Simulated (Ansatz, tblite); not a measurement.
# The cluster Fe₂O₂+: rung by rung

How do method and basis change the picture of the cluster Fe₂O₂+ (doublet)?

The runs use Ansatz 0.2.0, Gaussian basis; as each input shows.

Plan: GFN1-xTB, GFN2-xTB, PBE-D4/def2-TZVP, r2SCAN-D4/def2-TZVP, LC-ωPBE/def2-TZVP, ωB97M-V/def2-TZVP, B2PLYP/def2-TZVP, ωB97X-V/def2-TZVP, HF/def2-TZVP, PBE-D4/def2-SVP, PBE0-D4/def2-SVP, HF/STO-3G, CCSD(T)/def2-SVP, MP2/def2-TZVP, RPA/def2-TZVP.

### 1 The relaxed structure

The doublet was relaxed beforehand with PBE0-D4/def2-SVP. At that level it is the lowest of the isomers that a small search found.

4 atoms, charge 1, spin multiplicity 2.

Bond lengths: Fe1–O3 1.891 Å, Fe1–O4 1.891 Å, Fe2–O3 1.691 Å, Fe2–O4 1.691 Å. Angles: O3–Fe1–O4 82.7°, O3–Fe2–O4 95.3°, Fe1–O3–Fe2 91.0°, Fe1–O4–Fe2 91.0°.

Coordinates:

| atom | x (Å) | y (Å) | z (Å) |
| --- | --- | --- | --- |
| Fe1 | -1.3480 | -0.0174 | 0.0591 |
| Fe2 | 1.2084 | 0.0156 | -0.0530 |
| O3 | 0.0570 | 1.2482 | 0.0718 |
| O4 | 0.0826 | -1.2464 | -0.0780 |

No spin-orbit coupling is included. The ion is computed in the gas phase, without counter-ions or solvent.

PBE0-D4/def2-TZVP was run before; its log isn't repeated, and its numbers join the tables.

### 2 GFN1-xTB

Tight binding, by tblite at 300 K electronic temperature and without a spin-polarisation term:

```python
tblite.interface.Calculator('GFN1-xTB', numbers, positions, charge=1, uhf=1).singlepoint()
```

Energy -394.2574 eV; 0.003 s.

### 3 GFN2-xTB

Tight binding, by tblite at 300 K electronic temperature and without a spin-polarisation term:

```python
tblite.interface.Calculator('GFN2-xTB', numbers, positions, charge=1, uhf=1).singlepoint()
```

Energy -380.9222 eV; 0.002 s.

### 4 PBE-D4/def2-TZVP

start.molden holds the orbitals of an earlier run on this state, given as this run's starting guess.

Contents of in.yaml:

```yaml
crystal:
  periodic: [false, false, false]
  atoms:
    - {symbol: Fe, position_ang: [-1.347960, -0.017410, 0.059107]}
    - {symbol: Fe, position_ang: [1.208401, 0.015596, -0.052983]}
    - {symbol: O, position_ang: [0.056974, 1.248157, 0.071847]}
    - {symbol: O, position_ang: [0.082576, -1.246353, -0.077971]}
basis:
  gaussian: {orbitals: def2-TZVP, initial_orbitals: start.molden}
total_charge: 1
magnetization: {spin_polarized: true, initial_magnetization: 1}
hamiltonian: {xc: pbe, dispersion: d4}
scf: {omitted_lower_state_checks: [starts]}
output: {orbitals: {seedname: orbitals}}
```

On the command line:

```console
> ansatz run in.yaml --threads 4 --pin off --events-out ev --progress --plain --max-ram 3916MiB
```

After this run come: r2SCAN-D4/def2-TZVP; LC-ωPBE/def2-TZVP; ωB97M-V/def2-TZVP; B2PLYP/def2-TZVP; ωB97X-V/def2-TZVP; HF/def2-TZVP; PBE-D4/def2-SVP; PBE0-D4/def2-SVP; HF/STO-3G; CCSD(T)/def2-SVP; MP2/def2-TZVP; RPA/def2-TZVP.

Before running them: what should the planned runs give, taken together? Wanted: gap in def2-TZVP, named functionals and Hartree-Fock, smallest and largest; correlation energy, CCSD(T)/def2-SVP; correlation energy, MP2/def2-TZVP; ⟨S²⟩ in def2-TZVP, named functionals and Hartree-Fock, smallest and largest; PBE0 total energy, smallest basis above largest.

The runs gave:

| quantity | value |
| --- | --- |
| gap in def2-TZVP, named functionals and Hartree-Fock, smallest and largest | 0.28 eV (PBE-D4), 10.29 eV (HF) |
| correlation energy, CCSD(T)/def2-SVP | -26.32 eV |
| correlation energy, MP2/def2-TZVP | -35.27 eV |
| ⟨S²⟩ in def2-TZVP, named functionals and Hartree-Fock, smallest and largest | 3.567, 4.595 |
| PBE0 total energy, smallest basis above largest | 14.41 eV (def2-SVP, def2-TZVP) |

In words: Over the named functionals and Hartree-Fock in def2-TZVP the gap runs from 0.28 eV (PBE-D4) to 10.29 eV (HF); exact exchange widens it. Over the named functionals and Hartree-Fock in def2-TZVP spin contamination reaches 3.84 (HF), and every level is far from pure, so all describe a mixture with higher spin. Notes on CCSD(T)/def2-SVP: large T1 diagnostic, spin contamination, state flagged by the program.
